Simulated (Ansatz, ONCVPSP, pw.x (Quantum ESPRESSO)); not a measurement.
From atom to crystal: ONCV potential for Ge

* Element: Ge (Z = 32)
* Generator: ONCVPSP 4.0.1
* Type: optimised norm-conserving Vanderbilt (ONCV)
* Functional: PBE
* Relativity: scalar-relativistic
* Frozen core: [Ar] 3d10
* Valence charge: 4
* Reference configuration: 4s1.75 4p2.25
* Partial waves: 4s: rc 1.55 bohr, ncon 3, nbas 6, qcut 4.7 1/bohr, local; 4p: rc 3.02 bohr, ncon 3, nbas 6, qcut 3.5 1/bohr, 2 projectors, debl 3.3 Ha; d scattering state at 0.03 Ha: rc 2.30 bohr, ncon 3, nbas 6, qcut 3.9 1/bohr, 2 projectors, debl 2.7 Ha
* Local potential: the s channel
* Core correction: none

Crystal test: diamond Ge in pw.x 7.5, no spin, 8³ k-points, Fermi–Dirac smearing 0.01 Ry, cutoffs 35/140 Ry. The reference is all-electron LAPW (Ansatz 0.2.0) with the same functional, mesh and smearing; V0 and B0 come from Birch–Murnaghan fits to the pressures at five volumes. Errors are pseudo minus all-electron; Δ is the rms difference of the E(V) curves that follow from these fits, minima aligned, over ±6 % about the mean V0. Mesh and smearing are coarse, so the numbers serve the comparison and aren't converged zero-temperature values; the lattice is a test structure that the element need not adopt.

All-electron: a0 = 5.765 Å (V0 = 23.95 Å³/atom), B0 = 57.6 GPa.

Question: How far does the potential miss the all-electron equation of state?

Answer: mean pressure error (GPa): +1.00; a0 (Å): 5.798; a0 error (%): +0.56; B0 error (%): -2.0; Δ (meV/atom): 5.1. The largest radius (3.02 bohr) exceeds half the bond length (2.36 bohr), so the spheres overlap, which is one possible source of error among others. This is a poor potential for the solid.

```csv
V (Å³/atom),P all-electron (GPa),P pseudo (GPa)
22.753,3.34,4.50
23.352,1.55,2.63
23.951,0.00,0.99
24.550,-1.34,-0.43
25.149,-2.50,-1.67
```

Question: At the middle volume, how do free energy and pressure move when the wave cutoff is lowered (ecutrho kept at four times it)?

Answer:

```
cutoff (Ry)  shift of F (meV/atom)  shift of P (GPa)
         16                 +118.3             -4.09
         21                   +7.5             -0.41
         28                   +1.3             +0.02
```

The run at the middle volume (29 k-points, 7 iterations) took about 8.3 s on one core of a shared host (Intel(R) Xeon(R) Processor @ 2.60GHz, 24 threads, 32 GiB, load 21).
